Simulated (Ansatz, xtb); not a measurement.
System: C₂H₂F, net charge 0, doublet state. It need not be the lowest isomer of its formula. 
Structure (B3LYP-D3(BJ)/def2-TZVP (Ansatz, a first-principles code) minimum search):
SMILES: C=[C]F
```xyz
5

C     -0.0030     0.4279    -0.0061
C      1.2000    -0.0902     0.0004
F     -1.1765    -0.1568     0.0031
H      1.3403    -1.1676     0.0158
H      2.0667     0.5527    -0.0094
```
Charge 0, spin multiplicity 2.

Harmonic wavenumbers from GFN2-xTB (xtb, at its own minimum), cm⁻¹: 378, 547, 839, 921, 1120, 1338, 1777, 2906, 3132.

**Question.** Give the harmonic wavenumbers at B3LYP-D3(BJ)/def2-TZVP (Ansatz, finite differences of forces, unscaled).

**Answer.** 454, 617, 831, 945, 1155, 1396, 1707, 3117, 3244 cm⁻¹. Zero-point energy 19.3 kcal/mol.

**Question.** From these and the geometry, give the ideal-gas thermochemistry at 298.15 K and 1 atm (rigid rotor, harmonic oscillator).

**Answer.** Point group Cs, rotational symmetry number 1. Rotational constants 115.7, 10.25, 9.412 GHz. S(trans) 37.34, S(rot) 20.89, S(vib) 1.58, S(elec, spin only) 1.38, S 61.2 cal/(mol K). H(298) - H(0) 2.72 kcal/mol; G - E(el) 3.7 kcal/mol.
